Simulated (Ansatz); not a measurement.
`CC(O)(O)S` → `COC(O)S`  (isomerisation)

Computed with Ansatz on PBE0-D4/def2-TZVP structures; ΔE is electronic, products minus reactants. CCSD(T)/CBS is the MP2 limit (def2-TZVPP, def2-QZVPP) plus CCSD(T) − MP2 in def2-TZVPP, frozen cores. Functionals use def2-TZVPP. B3LYP here is the variant with VWN-RPA as its local correlation; programs differ in this. One conformer a species, not always the lowest.

```tsv
level	ΔE (kJ/mol)
r2SCAN-D4	67.9
ωB97X-V	65.5
ωB97M-V	68.9
r2SCAN	67.7
PBE0	65.8
B3LYP	58.7
HF/def2-TZVPP	56.9
MP2/def2-TZVPP	73.7
```

(1) What does CCSD(T)/CBS give? (An estimate is asked.)

Largest T1 diagnostic among the species: 0.012.

Answers

(1) Ansatz gave: +71.4 kJ/mol. The listed levels differ from it by -3.5, -5.9, -2.5, -3.7, -5.6, -12.7, -14.5, 2.3 kJ/mol.

The D4 term adds +3.1 kJ/mol with B3LYP and +1.4 kJ/mol with PBE0; it sums over pairs of atoms, weighted by their polarisabilities, and B3LYP, whose exchange is more repulsive, gets the larger term. In def2-TZVPP, CCSD(T) changes the Hartree–Fock value by +11.8 kJ/mol (the triples alone add +1.2 kJ/mol) and MP2 by +16.7 kJ/mol.
